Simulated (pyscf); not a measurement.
**Four-centre exchange: H₃C–SnH₃ (SMILES [CH3][SnH3]) + H₂O (SMILES O) → CH₄ (SMILES C) + HO–SnH₃ (SMILES [OH][SnH3])**

Gas phase, singlet surface, charge 0. Bonds broken: C1–Sn2, O9–H10. Bonds formed: C1–H10, Sn2–O9. Optimised with ωB97X-D3(BJ)/def2-SVP in PySCF.

Transition state (Å):

```xyz
11

C     -1.5879    -0.9849    -0.1137
Sn     0.1715     0.8339    -0.2538
H     -1.1659    -1.3830    -1.0509
H     -2.6834    -1.0994    -0.2178
H     -1.2655    -1.6366     0.7140
H      0.8605     2.3285     0.2652
H      1.2002    -0.3911     0.3478
H     -0.0014     0.9123    -1.9505
O     -1.6876     1.4479     0.7533
H     -1.8769     0.3758     0.3539
H     -2.2274     2.1659     0.3910
```

One imaginary mode, 1326i cm⁻¹; descent along it reached the two sides named.

```
bond    change  reactant side (Å)  saddle  product side
------  ------  -----------------  ------  ------------
C1–Sn2  breaks              2.135   2.534           3.8
O9–H10  breaks              0.965   1.160         2.439
C1–H10   forms                3.8   1.468         1.100
Sn2–O9   forms                3.2   2.202         1.994
```

Electronic energies relative to the separated reactants (eV):

```
level                   barrier  reaction energy  reverse barrier
----------------------  -------  ---------------  ---------------
ωB97X-D3(BJ)/def2-TZVP     1.70            -0.40             2.10
PBE/def2-TZVP              1.44            -0.45             1.88
r²SCAN/def2-TZVP           1.49            -0.48             1.97
B3LYP-D3(BJ)/def2-TZVP     1.63            -0.47             2.10
PBE0-D3(BJ)/def2-TZVP      1.58            -0.37             1.96
M06-2X/def2-TZVP           1.53            -0.55             2.07
ωB97M-D3(BJ)/def2-TZVP     1.69            -0.42             2.12
HF/def2-TZVP               2.42            -0.52             2.94
```

With ωB97M-D3(BJ)/def2-TZVP energies and thermal terms (ideal gas, 1 atm, RRHO with modes under 100 cm⁻¹ raised to 100, one conformer, R ln 2 for chiral ones without a mode under 150 cm⁻¹), in eV:

```tsv
T (K)	ΔH‡	ΔG‡	ΔH	ΔG
298	1.60	2.03	-0.42	-0.42
600	1.61	2.46	-0.44	-0.41
900	1.64	2.88	-0.45	-0.40
1200	1.68	3.28	-0.45	-0.39
```

This is the saddle that the search found; another between the same sides may lie lower. Elements past Kr carry the def2 core potentials, without spin-orbit coupling.
